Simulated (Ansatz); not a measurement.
Job for Ansatz (a quantum-chemistry and plane-wave program): R-CCSD(T)/aug-cc-pVDZ on CH5N (SMILES CN) with ghost functions.

Ansatz 0.2 input:
```yaml
crystal:
  periodic: [false, false, false]
  atoms:
    - {symbol: N, position_ang: [-2.08432536, 0.31715345, -0.69121770]}
    - {symbol: H, position_ang: [-1.25573036, -0.26769955, -0.74155970]}
    - {symbol: H, position_ang: [-2.74615336, -0.07250555, -1.34945370]}
    - {symbol: C, position_ang: [-2.64434336, 0.23763645, 0.65616130]}
    - {symbol: H, position_ang: [-3.53842236, 0.85548245, 0.71738130]}
    - {symbol: H, position_ang: [-2.90843036, -0.76960655, 0.99366630]}
    - {symbol: H, position_ang: [-1.92596036, 0.64491245, 1.36530130]}
basis:
  gaussian:
    orbitals: aug-cc-pVDZ
    ghost_atoms:
      - {symbol: N, position_ang: [2.25536064, -0.81064455, -0.41918170]}
      - {symbol: H, position_ang: [2.55162964, -0.53610655, -1.34716670]}
      - {symbol: H, position_ang: [2.87891064, -1.55833455, -0.14398670]}
      - {symbol: C, position_ang: [2.41559064, 0.32456545, 0.49449330]}
      - {symbol: H, position_ang: [2.14540064, 0.00987045, 1.50014730]}
      - {symbol: H, position_ang: [3.42300064, 0.74634245, 0.53146530]}
      - {symbol: H, position_ang: [1.72305064, 1.11034145, 0.20183630]}
magnetization: {spin_polarized: false}
correlation: {method: ccsd_t, electrons: outside_noble_gas}
scf: {lower_state_search: off}
```

The log:

```
WARN ansatz: RAYON_NUM_THREADS=2 ignored (pool sized by the plan → 2); use --threads N
Functional definition: HF
these checks for a lower state are left out or cut short: stability, starts, cluster_reference, orbital_swaps, neighbouring_geometries, increment
integrals: 0.65 GiB planned
1559 factors; integrals over basis functions are off by at most 8.6e-4 eV
mean field: 0.47 GiB planned
mean field evaluation 1: about -2588.9571 eV, gradient 3.2e1 eV
mean field evaluation 2: about -2588.9574 eV, gradient 3.2e1 eV
mean field evaluation 4: about -2591.3329 eV, gradient 2.6e0 eV
mean field evaluation 8: about -2591.3575 eV, gradient 1.9e-4 eV
mean field -2591.35746370 eV, -95.2306303059 hartree, gradient 2.3e-6 eV, S^2 0.000000; 0 other end points of the search recorded, 0 dependent functions left out
2 core orbitals not correlated
reference -2591.35746370 eV, -95.2306303059 hartree; 7, 7 occupied and 173, 173 virtual orbitals, 1559 factors
second order -9.32656022 eV of doubles, -0.00000000 eV of singles
coupled cluster: 2.41 GiB planned
cycle   1  -9.83990369 eV  change   -5.1e-1 eV  update   6.0e-2
cycle   2  -10.08509390 eV  change   -2.5e-1 eV  update   1.8e-2
cycle   3  -10.12584427 eV  change   -4.1e-2 eV  update   6.9e-3
cycle   4  -10.12525772 eV  change    5.9e-4 eV  update   1.8e-3
cycle   5  -10.12538364 eV  change   -1.3e-4 eV  update   6.6e-4
cycle   6  -10.12545189 eV  change   -6.8e-5 eV  update   2.3e-4
cycle   7  -10.12538128 eV  change    7.1e-5 eV  update   9.0e-5
cycle   8  -10.12536843 eV  change    1.3e-5 eV  update   3.6e-5
cycle   9  -10.12536785 eV  change    5.7e-7 eV  update   1.4e-5
perturbative correction -0.29060504 eV, -0.0106795382 hartree
Total energy: -2601.77343660 eV, -95.6134102495 hartree
Checks for a lower state left out: stability, starts, cluster_reference, orbital_swaps, neighbouring_geometries, increment
```

Self-consistency was reached.

Cost: about 23 core-seconds (a rough figure).
